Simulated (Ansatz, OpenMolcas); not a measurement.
# A ladder of methods for CH4OSi (SMILES CO[SiH])

The species is CH4OSi (7 atoms), meant as a singlet with charge 0. SMILES: `CO[SiH]`. Geometry: relaxed at PBE0-D4/def2-TZVP. This is one conformer, not always the lowest.

Quantity: the electronic atomisation energy, in eV. The values are calculated. Electronic energies at fixed atoms, without zero-point motion or spin-orbit coupling.

```csv
level,kind,program,value (eV),CPU time (all runs)
HF/aug-cc-pVDZ,Hartree–Fock,OpenMolcas,17.57,25 s
SVWN5/aug-cc-pVDZ,LDA,Ansatz,28.45,7.9 s
PBE/aug-cc-pVDZ,GGA,OpenMolcas,25.08,76 s
BHLYP/aug-cc-pVDZ,global hybrid,OpenMolcas,23.86,77 s
r2SCAN0/aug-cc-pVDZ,hybrid meta-GGA,Ansatz,24.26,22 s
CAM-B3LYP/aug-cc-pVDZ,range-separated hybrid,Ansatz,24.82,14 s
B2PLYP/aug-cc-pVDZ,double hybrid,Ansatz,24.33,17 s
PBE-QIDH/aug-cc-pVDZ,double hybrid,Ansatz,24.21,16 s
```

The values span 17.57 to 28.45 eV. CPU times are rough (shared hosts, several kinds of processor and program).
